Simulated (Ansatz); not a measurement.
# Worked example: correlation energy of SiP⁺, singlet

Geometry: a point of a stretch scan, not a stationary point.

```xyz
2

Si    0.0000    0.0000    0.0000
P     0.0000    0.0000    3.6560
```

Basis 6-31G; Ansatz 0.2.0. Only valence electrons are correlated (noble-gas cores frozen), which leaves 8 electrons in 16 orbitals. R marks a restricted (for open shells ROHF) determinant.

Full CI is exact within this basis and frozen core; it isn't the basis-set limit.

The determinant fills πx and πy unequally, so it is a mixture of Σ and Δ, which weighs on every level built on one determinant.

The cluster runs stand on a determinant 1.25 eV above the lowest RHF solution, chosen by trial CCSD; the correlation energy below is counted from it.

Runs differ by some tens of microhartree through their thresholds, so steps under 0.03 kcal/mol mean nothing.

```csv
level,total energy (hartree)
RHF determinant under the cluster runs,-629.058608
RCCSD*,-629.239262
RCCSD(T)*,-629.257546
RCCSDT*,-629.249114
RCCSDT(Q)*,-629.249857
RCCSDTQ*,-629.251112
full CI,-629.251572
```

Problem. What is the correlation energy at full CI, and what share of it do RMP2 and RCCSDT(Q) recover?

Solution. E(corr) = -629.251572 − (-629.058608) = -0.192964 hartree = -5.251 eV. RCCSD: -0.180654 / -0.192964 = 93.62 %. RCCSDT(Q): -0.191249 / -0.192964 = 99.11 %.

Problem. By how many kcal/mol does RCCSD(T) miss full CI (1 hartree = 627.509 kcal/mol), and which steps make up the rest?

Solution. -629.257546 − (-629.251572) = -0.005974 hartree = -3.75 kcal/mol. Steps: RCCSDT − RCCSD(T) = 5.29, RCCSDT(Q) − RCCSDT = -0.47, RCCSDTQ − RCCSDT(Q) = -0.79, full CI − RCCSDTQ = -0.29 kcal/mol. With more than one leading determinant such errors change with state and geometry, and needn't cancel in differences.

An asterisk marks runs whose energy the program itself flagged as in doubt.
